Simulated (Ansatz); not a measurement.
**AlH2SF (SMILES [F][AlH][SH]) at 6 levels**

We compute a comparison of 6 runs (B3LYP/STO-3G, BHLYP/STO-3G, UPBE/STO-3G, wB97M-V/STO-3G, CCSDTQ/STO-3G, CCSD/STO-3G) of AlH2SF. 

Program for the calculation: Ansatz 0.2.0.

65 further runs of the same task are left out: 1 that didn't finish, 64 set aside as unsound or not needed.

**1. The structure to begin with**

AlH2SF: 5 atoms, total charge 0, spin state singlet. SMILES: `[F][AlH][SH]`. The H5–S3 distance was set to 2.018 Å, away from the relaxed value. At this shape a bond of the SMILES string is far longer than usual.

Bond lengths: F1–Al2 1.645 Å, Al2–S3 2.169 Å, Al2–H4 1.569 Å. Angles: F1–Al2–S3 116.3°, F1–Al2–H4 119.8°, S3–Al2–H4 123.9°. A long bond or contact: S3–H5 2.018 Å.

**2. The energy at B3LYP/STO-3G (run 1)**

The input, in.yaml:

```yaml
crystal:
  periodic: [false, false, false]
  atoms:
    - {symbol: F, position_ang: [-1.221601, -2.023633, 1.340331]}
    - {symbol: Al, position_ang: [-0.532001, -0.796933, 0.487631]}
    - {symbol: S, position_ang: [1.517999, -0.305233, 0.996331]}
    - {symbol: H, position_ang: [-1.359201, -0.057433, -0.622369]}
    - {symbol: H, position_ang: [1.572300, 1.158200, -0.392100]}
basis:
  gaussian:
    orbitals: STO-3G
hamiltonian:
  xc: {name: B3LYP}
accuracy: high
```

Run with:

```
ansatz run in.yaml --threads 1 --pin off --max-ram 2610MiB --events-out events.jsonl --progress --plain --runs-dir runs
```

Output:

```text
Warning: RAYON_NUM_THREADS=1 ignored (pool sized by the plan → 1); use --threads N
Functional definition: B3LYP
  name "B3LYP"
  parameter a0 = 0.2
  parameter ax = 0.72
  parameter ac = 0.81
  exchange = (1 - a0 - ax)*slater_x + ax*b88_x + a0*exact_x
  correlation = (1 - ac)*vwn_rpa_c + ac*lyp_c
454 factors; integrals over basis functions are off by at most 3.4e-8 eV
mean field evaluation 1: about -19939.1398 eV, gradient 2.4e1 eV
mean field evaluation 2: about -19935.3113 eV, gradient 4.7e1 eV
mean field evaluation 4: about -19941.5154 eV, gradient 1.3e0 eV
mean field evaluation 8: about -19941.4777 eV, gradient 2.9e-2 eV
mean field evaluation 16: about -19941.4777 eV, gradient 5.3e-8 eV
mean field -19941.47770692 eV, -732.8357889102 hartree, gradient 5.3e-8 eV, S^2 0.000000; 0 other end points of the search recorded, 0 dependent functions left out
reference -19941.47773413 eV, -732.8357899102 hartree; 20, 20 occupied and 5, 5 virtual orbitals, 454 factors
Total energy: -19941.47773413 eV, -732.8357899102 hartree
```

Wall time 0.52 s (1 thread of AMD EPYC 9R45 (Zen 5), shared host).

**3. The energy at BHLYP/STO-3G (run 2)**

The input, run.yaml:

```yaml
crystal:
  periodic: [false, false, false]
  atoms:
    - {symbol: F, position_ang: [-1.221601, -2.023633, 1.340331]}
    - {symbol: Al, position_ang: [-0.532001, -0.796933, 0.487631]}
    - {symbol: S, position_ang: [1.517999, -0.305233, 0.996331]}
    - {symbol: H, position_ang: [-1.359201, -0.057433, -0.622369]}
    - {symbol: H, position_ang: [1.572300, 1.158200, -0.392100]}
basis:
  gaussian: {orbitals: STO-3G}
hamiltonian: {xc: {name: BHLYP}}
accuracy: high
```

Run with:

```
ansatz run run.yaml --threads 1 --pin off --max-ram 2610MiB --events-out events.jsonl --progress --plain --runs-dir runs
```

Output:

```text
Warning: RAYON_NUM_THREADS=1 ignored (pool sized by the plan → 1); use --threads N
Functional definition: BHLYP
  name "BHLYP"
  parameter a = 0.5
  exchange = (1 - a)*b88_x + a*exact_x
  correlation = lyp_c
454 factors; integrals over basis functions are off by at most 3.4e-8 eV
mean field evaluation 1: about -19938.2454 eV, gradient 2.4e1 eV
mean field evaluation 2: about -19938.8238 eV, gradient 2.3e1 eV
mean field evaluation 4: about -19940.6616 eV, gradient 8.2e-1 eV
mean field evaluation 8: about -19940.6447 eV, gradient 5.7e-3 eV
mean field evaluation 16: about -19940.6447 eV, gradient 2.6e-7 eV
mean field -19940.64469127 eV, -732.8051761498 hartree, gradient 1.6e-8 eV, S^2 0.000000; 0 other end points of the search recorded, 0 dependent functions left out
reference -19940.64470996 eV, -732.8051768367 hartree; 20, 20 occupied and 5, 5 virtual orbitals, 454 factors
Total energy: -19940.64470996 eV, -732.8051768367 hartree
```

Run time: 0.5 s. Hardware: 1 thread of AMD EPYC 9R45 (Zen 5), shared host.

Runs 3 to 4 aren't shown in full; the table further down has their settings and results.

**4. The energy at CCSDTQ/STO-3G (run 5)**

The input, input.yaml:

```yaml
crystal:
  periodic: [false, false, false]
  atoms:
    - {symbol: F, position_ang: [-1.221601, -2.023633, 1.340331]}
    - {symbol: Al, position_ang: [-0.532001, -0.796933, 0.487631]}
    - {symbol: S, position_ang: [1.517999, -0.305233, 0.996331]}
    - {symbol: H, position_ang: [-1.359201, -0.057433, -0.622369]}
    - {symbol: H, position_ang: [1.572300, 1.158200, -0.392100]}
basis:
  gaussian:
    orbitals: STO-3G
correlation:
  method: ccsdtq
  frozen_orbitals: {Al: 5, F: 1, H: 0, S: 5}
accuracy: high
scf:
  omitted_lower_state_checks: [cluster_reference, increment]
```

Run with:

```
ansatz run input.yaml --threads 1 --pin off --max-ram 2610MiB --events-out events.jsonl --progress --plain --runs-dir runs
```

Output:

```text
Warning: RAYON_NUM_THREADS=1 ignored (pool sized by the plan → 1); use --threads N
[... 11 lines left out ...]
11 core orbitals not correlated: weight in the atoms' cores, before any rotation towards them, 0.999 or more for the frozen orbitals, at most 0.000 for the correlated occupied ones
[... 43 lines left out ...]
Total energy: -19904.04296695 eV, -731.4600875903 hartree
Checks for a lower state left out: cluster_reference, increment
```

Run time: 6 s. Hardware: 1 thread of AMD EPYC 9R45 (Zen 5), shared host; peak memory 0.17 GiB.

**5. The energy at CCSD/STO-3G (run 6)**

Changes to run.yaml since step 3:

```diff
@@ -1 +1,4 @@
+basis:
+  gaussian:
+    orbitals: STO-3G
 crystal:
@@ -8,5 +11,7 @@
     - {symbol: H, position_ang: [1.572300, 1.158200, -0.392100]}
-basis:
-  gaussian: {orbitals: STO-3G}
-hamiltonian: {xc: {name: BHLYP}}
 accuracy: high
+scf:
+  omitted_lower_state_checks: [cluster_reference, increment]
+correlation:
+  method: ccsd
+  frozen_orbitals: {Al: 5, F: 1, H: 0, S: 5}
```

Run with:

```
ansatz run run.yaml --threads 1 --pin off --max-ram 2610MiB --events-out events.jsonl --progress --plain --runs-dir runs
```

Output:

```text
Warning: RAYON_NUM_THREADS=1 ignored (pool sized by the plan → 1); use --threads N
[... 11 lines left out ...]
11 core orbitals not correlated: weight in the atoms' cores, before any rotation towards them, 0.999 or more for the frozen orbitals, at most 0.000 for the correlated occupied ones
[... 30 lines left out ...]
Total energy: -19903.90155056 eV, -731.4548906342 hartree
Checks for a lower state left out: cluster_reference, increment
```

Wall time 0.12 s (1 thread of AMD EPYC 9R45 (Zen 5), shared host).

**6. All runs side by side**

```tsv
run	level	frozen core orbitals	energy (Eh)	wall time
1	B3LYP/STO-3G	–	-732.835790	0.52 s
2	BHLYP/STO-3G	–	-732.805177	0.5 s
3	UPBE/STO-3G	–	-732.409729	0.84 s
4	wB97M-V/STO-3G	–	-732.887731	7.8 s
5	CCSDTQ/STO-3G	11	-731.460088	6 s
6	CCSD/STO-3G	11	-731.454891	0.12 s
```

**7. Outcome**

```
                                           quantity          value
                                run 6: total energy  -731.45489 Eh
run 6: correlation energy (11 core orbitals frozen)     -138.9 mEh
                               run 6: T1 diagnostic          0.017
```

In words: Totals of different functionals can't be ranked against each other. In runs 5, 6 the log says that unrestricted orbitals would lower the reference, so the values rest on an unstable closed-shell determinant (other closed-shell runs at this shape may share the fault). In runs 1, 2, 3, 4, 5, 6 the basis is minimal, so the values are rough. All runs together took 16 s, the longest 7.8 s.
